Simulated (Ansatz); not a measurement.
Molecule: C3H5, charge -1, multiplicity 1. It need not be the lowest isomer of its formula. Whether it binds its extra electron was not tested at this geometry. SMILES: [CH-]=CC
Geometry from a B3LYP-D3(BJ)/def2-TZVP (Ansatz, an electronic-structure program) optimisation:
```
C
C 1 1.3449
H 1 1.1112 2 125.25
H 2 1.1151 1 108.96 3 0.00
C 1 1.5171 3 111.62 2 180.00
H 5 1.0945 1 108.73 3 -180.00
H 5 1.1027 6 108.26 1 -122.75
H 5 1.1027 6 108.26 7 -114.50
```
Charge -1, spin multiplicity 1.

Parts of the frozen-core correlation energy in 6-31G (Ansatz, hartree). Frozen orbitals: 3; correlated occupied orbitals by spin: 9 and 9; virtual: 25 and 25. No spin-orbit coupling. No relativistic terms.

| term | value |
|---|---|
| reference (HF) | -116.32651 |
| MP2 opposite-spin | [?] |
| MP2 same-spin | [?] |
| CCSD correlation | -0.30513 |
| (T) | [?] |
| T1 diagnostic | 0.015 |
| largest doubles amplitude | 0.110 |

Question: What belongs in the gaps?

Answer: 
- MP2 opposite-spin, value: -0.21097
- MP2 same-spin, value: -0.05899
- (T), value: -0.00891
